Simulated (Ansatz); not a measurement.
# CH2N (sextet): wave-function methods side by side, cc-pVDZ

The task here is to estimate one member of a computed series from the others.

Computed with Ansatz 0.2.0, Gaussian basis. Level: cc-pVDZ, core rule «outside noble gas», up to 2 orbitals frozen.

The runs, in order: UHF; CCSD(T) on ROHF; CCSD(T) on UHF; BCCD(T) on ROHF; CISD; CCSDT(Q) on ROHF; CCSDT(Q) on UHF; CASSCF and MRCISD+Q, 11 electrons in 10 orbitals; CASSCF and NEVPT2, 11 electrons in 10 orbitals.

15 further runs of the same task are left out: 6 that didn't finish, 9 set aside as unsound or not needed.

**The geometry**

The geometry is a PBE0/def2-TZVP stationary point (not a proven minimum) of the parent state, kept for this charge and spin.

4 atoms, charge 0, spin multiplicity 6.

Atoms are counted from 1 here; the program's logs count them from 0.

Bond lengths: N1–C2 1.434 Å, N1–H3 1.028 Å, C2–H4 1.090 Å. Angles: C2–N1–H3 110.2°, N1–C2–H4 121.0°.

Set-up of the first run:

File in.yaml:

```yaml
crystal:
  periodic: [false, false, false]
  atoms:
    - {symbol: N, position_ang: [-0.030066, -0.130755, 0.661245]}
    - {symbol: C, position_ang: [0.116167, 0.102607, -0.745850]}
    - {symbol: H, position_ang: [-0.282647, 0.742725, 1.141042]}
    - {symbol: H, position_ang: [-0.683794, -0.148384, -1.442336]}
basis:
  gaussian: {orbitals: cc-pVDZ}
magnetization: {spin_polarized: true, initial_magnetization: 5}
hamiltonian: {xc: hf}
output: {orbitals: {seedname: orbitals}}
```

Started as:

```sh
$ ansatz run in.yaml --threads 1 --pin off --events-out ev --progress --plain --max-ram 2393MiB
```

Among the steps run: UHF; CCSD(T) on ROHF; CCSD(T) on UHF; BCCD(T) on ROHF; CISD; CCSDT(Q) on ROHF; CCSDT(Q) on UHF; CASSCF and MRCISD+Q, 11 electrons in 10 orbitals; CASSCF and NEVPT2, 11 electrons in 10 orbitals.

One table of the session follows, with a row left open; its other results are not shown here.

It belongs to the step «Misses and costs». 

```
          method  from UCCSDT(Q) (kJ/mol)
            ROHF                   +584.9
             UHF                   +566.1
            RMP2                    +98.7
            UMP2                   +100.1
            CISD                    +39.4
           RCCSD                    +14.5
           UCCSD                        ?
        RCCSD(T)                     +2.9
        UCCSD(T)                     +2.8
         BCCD(T)                     +2.9
          RCCSDT                     +0.8
          UCCSDT                     +0.6
       RCCSDT(Q)                     +0.2
       UCCSDT(Q)                        0
  CASSCF valence                   +464.5
  NEVPT2 valence                    +97.0
  MRCISD valence                    +29.4
MRCISD+Q valence                     +4.3
```

Estimate the missing values for UCCSD.

As computed: from UCCSDT(Q) (kJ/mol): +14.1. In the column «from UCCSDT(Q) (kJ/mol)» it lies between MRCISD+Q valence (+4.3) and RCCSD (+14.5).

Caveats from the session: Restricted and unrestricted rows rest on different reference determinants; where their highest levels disagree by more than a few hundredths of an eV, they describe different states and don't form one ladder.
